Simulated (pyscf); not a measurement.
PySCF, gas phase, ωB97X-D3(BJ)/def2-SVP geometries. Correlated levels are frozen-core, on RHF or UHF. ΔMP2 is the change of the MP2 total energy from the triple- to the quadruple-zeta basis.

Question: Estimate by transition-state theory the rate constant of GeH₃• (SMILES [GeH3]) + CH₄ (SMILES C) → GeH₄ (SMILES [GeH4]) + CH₃• (SMILES [CH3]) (doublet surface; C–H broken, Ge–H formed) at 1200 K, with CCSD(T)/def2-TZVPP + ΔMP2(QZVPP) energies (ideal gas, 1 atm, RRHO with modes under 100 cm⁻¹ raised to 100, one conformer, R ln 2 for rigid chiral ones; no tunnelling).

Answer: The electronic barrier is 27.5 kcal/mol and the thermal terms add +25.2, so ΔG‡ = 52.7 kcal/mol. With k_BT/h = 2.50e+13 s⁻¹ and RT = 2.385 kcal/mol, and a volume of 1.64e-19 cm³ per molecule at 1 atm, k = 1.0e-15 cm³ molecule⁻¹ s⁻¹. Wigner's tunnelling factor for 637i cm⁻¹ would be 1.02. A shift of 1 kcal/mol in the barrier changes k by a factor 1.5. This is the saddle that the search found; another between the same sides may lie lower. The angle at the transferred H is 180°. The CCSD(T) − MP2 part came from Ansatz, without density fitting, on the same reference. The frozen core leaves the outer d or s,p core shells of the metals and heavy elements correlated in the MP2 and CC values, and def2-TZVPP describes them poorly, which can shift differences by a few kcal/mol. Elements up to Kr have no core potential and no relativistic terms here.
